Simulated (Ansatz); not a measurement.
Ansatz (a program for electronic structure) input:

Ansatz 0.2 input:
```yaml
crystal:
  periodic: [false, false, false]
  atoms:
    - {symbol: O, position_ang: [0.29350994, 1.03989962, -0.16444574]}
    - {symbol: O, position_ang: [0.27672638, -0.41661004, -0.13946668]}
    - {symbol: H, position_ang: [-0.55738150, -0.57415371, 0.31516862]}
basis:
  gaussian:
    orbitals: def2-TZVP
hamiltonian:
  xc: b3lyp
  dispersion: d3bj
total_charge: -1
relax: {f_tol: 0.002, max_steps: 150}
```

### Question
Which total energy does the run end on?

### Answer
-150.99835 Eh (B3LYP-D3(BJ)/def2-TZVP). The basis has 68 functions.

It need not be the lowest isomer of its formula. Whether it binds its extra electron was not tested at this geometry.
